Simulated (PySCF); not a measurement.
Species: BCl (singlet state).
Geometry (PBE0-D3(BJ)/def2-SVP, Å), atoms numbered from 1 in this order:
```
atom  x, y, z in Å
B1     0.8832   -0.0858    0.0087
Cl2   -0.8335   -0.0019   -0.0309
```

Method: core-valence-separated Tamm–Dancoff BHandHLYP/aug-pcX-1 (def2-SVPD on Cl) in PySCF, non-relativistic, gas phase, PBE0-D3(BJ)/def2-SVP geometry. No shift to experiment was applied.

**Question.** List the boron K-edge absorption lines.

**Answer.** 
```json
{"E (eV)": "187.47", "f": "0.1984", "core hole on": "B1", "main final orbital": "LUMO/LUMO+1 (2 roots, f summed)", "polarisation": "across the axis"}
{"E (eV)": "193.42", "f": "0.0497", "core hole on": "B1", "main final orbital": "LUMO+2 (46 %)", "polarisation": "along the axis"}
{"E (eV)": "194.16", "f": "0.0019", "core hole on": "B1", "main final orbital": "LUMO+5 (60 %)", "polarisation": "along the axis"}
{"E (eV)": "194.80", "f": "0.0071", "core hole on": "B1", "main final orbital": "LUMO+3/LUMO+4 (2 roots, f summed)", "polarisation": "across the axis"}
{"E (eV)": "195.06", "f": "0.0202", "core hole on": "B1", "main final orbital": "LUMO+5 (37 %)", "polarisation": "along the axis"}
```

The first line with a tenth or more of the strongest one's intensity is at 187.47 eV (f = 0.198, sum of 2), with the hole on B1 (boron bonded to Cl), polarised across the axis. It is also the strongest listed.

Roots within 0.03 eV whose holes lie on the same, on equivalent or on shared atoms are summed into one line, and the highest roots are left out, as the search may have cut off their partners. Final orbitals are the ground state's empty Kohn–Sham orbitals.

**Question.** What length of transition dipole belongs to the line at 195.06 eV?

**Answer.** From f = (2/3) ΔE |μ|² in atomic units, with ΔE = 7.168 Eh and f = 0.0202: |μ| = 0.065 au = 0.17 D.

The list ends where the root search ended, not at a threshold.
